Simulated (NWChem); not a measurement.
Total energies of CHO

```xyz
3

C      0.4923    -0.3167     0.0000
O     -0.5553     0.2092     0.0000
H      1.4891     0.2260     0.0000
```
Charge 0, spin multiplicity 2.

Everything below was run with NWChem. Structure: optimised with UPBE0/def2-SVP, a minimum by its harmonic frequencies.

Basis set: STO-3G (11 functions).

| method | total energy (Ha) |
|---|---|
| UHF | -111.73195 |
| UMP2 | -111.83445 |
| UB2PLYP | -112.15706 |
| UPBE | -112.18439 |
| UB3LYP | -112.30317 |
| ULC-wPBE (omega 0.3 per bohr) | -112.21526 |

Total energies of different functionals aren't comparable as a measure of quality: only differences taken within one method are. 

The correlated methods keep 2 core orbitals frozen. B3LYP has NWChem's definition, with VWN1-RPA local correlation. The structure started from a generated list of species. The unpaired electrons of the parent sit in orbitals of symmetry a' (Cs labels of the run); other states weren't searched. No SCF solution was tested for a lower state. Open-shell Hartree-Fock references start from PBE0 orbitals.
